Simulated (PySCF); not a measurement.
ammonium, H4N (charge +1), SMILES [NH4+], point group Td.

Level: B3LYP/pcSseg-2 in PySCF (density fitting, grid level 2); geometry and Hessian at that level, cubic constants and property derivatives from steps of ±0.6 along each species' dimensionless normal coordinates, second-order vibrational perturbation theory. The parent has the commonest isotopes.

Equilibrium geometry (Å):

```tsv
atom	x	y	z
N1	0.0069	0.0023	-0.0137
H2	-0.6256	-0.7073	-0.3934
H3	-0.3004	0.9304	-0.3167
H4	-0.0033	-0.0436	1.0087
H5	0.9568	-0.1704	-0.3536
```

An isotope shift is δ(isotopologue) − δ(parent), that is, the negative of the change in the averaged GIAO shielding; n counts bonds from the nearest label (0: the labelled atom itself). These are computed values; those of heavy atoms are rounded to 5 ppb, about the numerical noise.

Task: What isotope shifts arise with ²H at 2?

Result: 
```csv
nucleus,n,0 K (ppb),100 K (ppb)
H2,0,-150,-148
N1,1,-280,-280
H3,2,-1,-2
H4,2,-2,-3
H5,2,-2,-3
```

Task: What isotope shifts arise with ²H at 2, ²H at 3, ²H at 4, ²H at 5?

Result: 
| nucleus | n | 0 K (ppb) | 100 K (ppb) |
| --- | --- | --- | --- |
| H2 | 0 | -163 | -163 |
| H3 | 0 | -163 | -163 |
| H4 | 0 | -163 | -163 |
| H5 | 0 | -163 | -163 |
| N1 | 1 | -1105 | -1105 |
